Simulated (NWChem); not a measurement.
Spin states of Cl₂ (+1)

```xyz
2

Cl     0.0000     0.0000     0.9799
Cl     0.0000     0.0000    -0.9799
```
Charge +1, spin multiplicity 2.

All runs are NWChem calculations. The geometry was optimised at UPBE/def2-SVP, a minimum by its harmonic frequencies.

Basis set: def2-TZVP. The gap is E(quartet) − E(doublet) at the geometry of the doublet, so a negative value puts the higher spin lower. Open shells are unrestricted, coupled cluster uses restricted open-shell references. The quartet is the single determinant that the SCF runs reached, with unpaired electrons in orbitals of symmetry b1u and b2g and b3g (D2h labels); it need not be the lowest quartet, which in molecules with degenerate π orbitals can need several determinants.

The correlated methods keep 10 core orbitals frozen. B3LYP has NWChem's definition, with VWN1-RPA local correlation. The structure started from a generated list of species. The unpaired electrons of the parent sit in orbitals of symmetry b3g (D2h labels of the run); other states weren't searched. No SCF solution was tested for a lower state. Open-shell Hartree-Fock references start from PBE0 orbitals. Coupled-cluster values serve here as a point of comparison, not as the truth.

Problem. Order these methods by the vertical doublet-quartet gap they give, lowest first: BHandHLYP, B3LYP, PBE, r2SCAN, CCSD(T).

Solution. r2SCAN (57.7 kcal/mol), PBE (60.0 kcal/mol), B3LYP (62.7 kcal/mol), CCSD(T) (63.6 kcal/mol), BHandHLYP (65.3 kcal/mol)
